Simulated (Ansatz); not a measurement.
# revPBE/def2-SVPD run of Si2H6O (disilanol)

What is the vertical electron affinity of Si2H6O (disilanol) at revPBE/def2-SVPD? 

The results are computed with Ansatz 0.2.0.

30 further runs of the same task are left out: 30 set aside as unsound or not needed.

### Step 1. The system as given

The species is Si2H6O (9 atoms), meant as a singlet with charge 0. As SMILES, `O[SiH2][SiH3]`. The coordinates come from a PBE0-D4/def2-TZVP relaxation. This is one conformer, not always the lowest.

Bond lengths: O1–Si2 1.654 Å, Si2–Si3 2.347 Å, O1–H4 0.958 Å, Si2–H5 1.493 Å, Si2–H6 1.484 Å, Si3–H7 1.489 Å, Si3–H8 1.491 Å, Si3–H9 1.488 Å. Some angles: O1–Si2–Si3 112.4°, O1–Si2–H5 111.3°, O1–Si2–H6 105.5°, Si3–Si2–H5 108.5°, Si3–Si2–H6 110.6°, Si2–O1–H4 117.6°, Si2–Si3–H7 110.0°, Si2–Si3–H8 110.1°, Si2–Si3–H9 111.4°, H5–Si2–H6 108.5°.

### Step 2. The energy at revPBE/def2-SVPD

The input, job.yaml:

```yaml
crystal:
  periodic: [false, false, false]
  atoms:
    - {symbol: O, position_ang: [-1.609000, 1.039900, -0.762000]}
    - {symbol: Si, position_ang: [0.004800, 0.933100, -0.415900]}
    - {symbol: Si, position_ang: [0.544200, -1.038400, 0.738600]}
    - {symbol: H, position_ang: [-1.996600, 0.341400, -1.290800]}
    - {symbol: H, position_ang: [0.830600, 0.994500, -1.657800]}
    - {symbol: H, position_ang: [0.311400, 2.125200, 0.413000]}
    - {symbol: H, position_ang: [2.012900, -1.104800, 0.974500]}
    - {symbol: H, position_ang: [0.146200, -2.228200, -0.066200]}
    - {symbol: H, position_ang: [-0.156000, -1.109100, 2.049500]}
basis:
  gaussian:
    orbitals: def2-SVPD
hamiltonian:
  xc: {name: revPBE}
accuracy: high
output: {orbitals: {seedname: orbitals}}
```

Command:

```sh
$ ansatz run job.yaml --threads 1 --pin off --max-ram 3480MiB --events-out events.jsonl --progress --plain --runs-dir runs
```

The program printed:

```text
Warning: RAYON_NUM_THREADS=1 ignored (pool sized by the plan → 1); use --threads N
Functional definition: revPBE
  name "revPBE"
  parameter kappa = 1.245
  parameter beta = 0.06672455060314922
  exchange = pbe_x(kappa = kappa, mu = beta*pi^2/3)
  correlation = pbe_c(beta = beta)
2341 factors; integrals over basis functions are off by at most 3.8e-9 eV
mean field evaluation 1: about -17884.3038 eV, gradient 5.7e1 eV
mean field evaluation 2: about -17846.6281 eV, gradient 1.4e2 eV
mean field evaluation 4: about -17890.2940 eV, gradient 4.6e0 eV
mean field evaluation 8: about -17890.3769 eV, gradient 5.3e-2 eV
mean field evaluation 16: about -17890.3770 eV, gradient 5.8e-6 eV
mean field -17890.37695499 eV, -657.4592265630 hartree, gradient 3.4e-8 eV, S^2 0.000000; 0 other end points of the search recorded, 0 dependent functions left out
reference -17890.37696104 eV, -657.4592267853 hartree; 21, 21 occupied and 98, 98 virtual orbitals, 2341 factors
Total energy: -17890.37696104 eV, -657.4592267853 hartree
```

Wall time 9.9 s (1 thread of Arm Neoverse V1, shared host); peak memory 0.34 GiB.

### Step 3. The doublet anion, same level

The input, input.yaml:

```yaml
crystal:
  periodic: [false, false, false]
  atoms:
    - {symbol: O, position_ang: [-1.609000, 1.039900, -0.762000]}
    - {symbol: Si, position_ang: [0.004800, 0.933100, -0.415900]}
    - {symbol: Si, position_ang: [0.544200, -1.038400, 0.738600]}
    - {symbol: H, position_ang: [-1.996600, 0.341400, -1.290800]}
    - {symbol: H, position_ang: [0.830600, 0.994500, -1.657800]}
    - {symbol: H, position_ang: [0.311400, 2.125200, 0.413000]}
    - {symbol: H, position_ang: [2.012900, -1.104800, 0.974500]}
    - {symbol: H, position_ang: [0.146200, -2.228200, -0.066200]}
    - {symbol: H, position_ang: [-0.156000, -1.109100, 2.049500]}
basis:
  gaussian:
    orbitals: def2-SVPD
total_charge: -1
magnetization:
  spin_polarized: true
  initial_magnetization: 1
hamiltonian:
  xc: {name: revPBE}
accuracy: high
output: {orbitals: {seedname: orbitals}}
```

Command:

```sh
$ ansatz run input.yaml --threads 1 --pin off --max-ram 3480MiB --events-out events.jsonl --progress --plain --runs-dir runs
```

The program printed:

```text
Warning: RAYON_NUM_THREADS=1 ignored (pool sized by the plan → 1); use --threads N
Functional definition: revPBE
  name "revPBE"
  parameter kappa = 1.245
  parameter beta = 0.06672455060314922
  exchange = pbe_x(kappa = kappa, mu = beta*pi^2/3)
  correlation = pbe_c(beta = beta)
2341 factors; integrals over basis functions are off by at most 3.8e-9 eV
mean field evaluation 1: about -17887.6382 eV, gradient 1.8e1 eV
mean field evaluation 2: about -17885.7009 eV, gradient 3.2e1 eV
mean field evaluation 4: about -17889.4592 eV, gradient 1.9e0 eV
mean field evaluation 8: about -17889.4897 eV, gradient 1.2e-1 eV
mean field evaluation 16: about -17889.4899 eV, gradient 2.2e-4 eV
mean field evaluation 32: about -17889.0647 eV, gradient 3.3e0 eV
mean field -17889.48987295 eV, -657.4266268993 hartree, gradient 4.0e-8 eV, S^2 0.751347; 5 other end points of the search recorded, 0 dependent functions left out
reference -17889.48987903 eV, -657.4266271228 hartree; 22, 21 occupied and 97, 98 virtual orbitals, 2341 factors
Total energy: -17889.48987903 eV, -657.4266271228 hartree
```

It took 25 s on 1 thread of Arm Neoverse V1, shared host; peak memory 0.47 GiB.

### Step 4. Summary of results

Level: revPBE/def2-SVPD.

| quantity | value |
| --- | --- |
| singlet Si2H6O: total energy | -657.45923 Eh |
| singlet Si2H6O: HOMO energy | -6.65 eV |
| singlet Si2H6O: LUMO energy | -1.25 eV |
| singlet Si2H6O: HOMO–LUMO gap | 5.39 eV |
| doublet anion: total energy | -657.42663 Eh |
| doublet anion: HOMO energy (highest over α and β) | 2.92 eV |
| doublet anion: LUMO energy (lowest over α and β) | 3.53 eV |
| doublet anion: ⟨S²⟩ | 0.751 |
| vertical electron affinity (to the doublet anion) | -0.887 eV |

What this shows: The anion lies 0.89 eV (85.6 kJ/mol) above the neutral: the electron isn't bound at this level, and such a value depends on the basis. The HOMO (doublet anion) lies at positive energy, 2.92 eV, as semi-local functionals often give for anions; only total energies tell whether the electron is bound.
